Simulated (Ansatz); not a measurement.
`[SiH3]P` + `N=C=O` → `O=C=NP` + SiH₄ at 500 K and 1 bar (cleavage of the P–Si bond).

Gas-phase electronic energies from Ansatz, PBE0-D4/def2-TZVP geometries. CBS: MP2 limit from def2 TZ/QZ plus the TZ coupled-cluster correction, frozen cores. This one scheme is used for every species. Each species was taken in one conformer, which may not be the lowest.

```csv
species,CCSD(T)/CBS energy (Eh),H − E (kJ/mol),S (J/(mol·K))
`[SiH3]P`,-633.00997,141.7,322.6
`N=C=O`,-168.51995,77.7,264.2
`O=C=NP`,-510.05485,112.9,338.9
SiH₄,-291.46306,102.4,230.9
```

H − E and S are ideal-gas, rigid-rotor, harmonic terms from PBE0-D4/def2-TZVP, for one conformer and one mirror image of each species. 1 Eh = 2625.50 kJ/mol, R = 8.31446 J/(mol·K).

By hand: ΔE, ΔH, ΔS and ΔG.

ΔE = (-510.05485) + (-291.46306) − (-633.00997) − (-168.51995) = 0.01201 Eh = 31.5 kJ/mol. Δ(H − E) = 112.9 + 102.4 − 141.7 − 77.7 = -4.1, so ΔH = 27.4 kJ/mol. ΔS = 338.9 + 230.9 − 322.6 − 264.2 = -17.0 J/(mol·K). ΔG = 27.4 − 500 × (-17.0)/1000 = 35.9 kJ/mol.

By hand: the equilibrium constant, and the temperature at which ΔG would vanish if ΔH and ΔS stayed fixed.

log₁₀ K = −ΔG/(RT ln 10) = -3.8. ΔH and −TΔS have one sign here, so there is no such temperature.

ΔH outweighs TΔS. A doubt of 5 kJ/mol in ΔE shifts log₁₀ K by 0.5 here. Other conformers and mirror images would add mixing entropy, several J/(mol·K) or more a flexible species. These are equilibria of isolated gas molecules and say nothing of rates. Largest T1 diagnostic: 0.018 (customary marks: 0.02 for closed shells, 0.045 for open ones).
